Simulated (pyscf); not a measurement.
Structures and frequencies: ωB97X-D3(BJ)/def2-SVP in PySCF.

Q: For the elementary gas-phase step Cl–GeH₂• (SMILES [Cl][GeH2]) + NH₃ (SMILES N) → H₂N–GeH₂• (SMILES [NH2][GeH2]) + HCl (SMILES Cl) (doublet surface; Cl–Ge, H–N broken, Ge–N, Cl–H formed), what barrier and reaction energy does ωB97M-D3(BJ)/def2-TZVP give, measured from the separated reactants?

A: ΔE‡ = 15.0 kcal/mol, ΔE = +16.4 kcal/mol. Zero-point energy shifts the barrier by -1.2 kcal/mol. It is a four-centre exchange, with an imaginary mode of 605i cm⁻¹. On the reactant side the descent ends in a complex (not fully relaxed), 4.3 kcal/mol under the separated species and 19.2 kcal/mol under the saddle at ωB97X-D3(BJ)/def2-TZVP. On the product side the descent ends in a complex, 5.0 kcal/mol under the separated species and 2.4 kcal/mol under the saddle at ωB97X-D3(BJ)/def2-TZVP. At ωB97M-D3(BJ) the saddle lies under the separated products, which points to a path from their complex (located at ωB97X-D3(BJ) alone), and parting the products costs more than the saddle. One saddle was located; it need not be the lowest between these sides. Elements up to Kr have no core potential and no relativistic terms here.
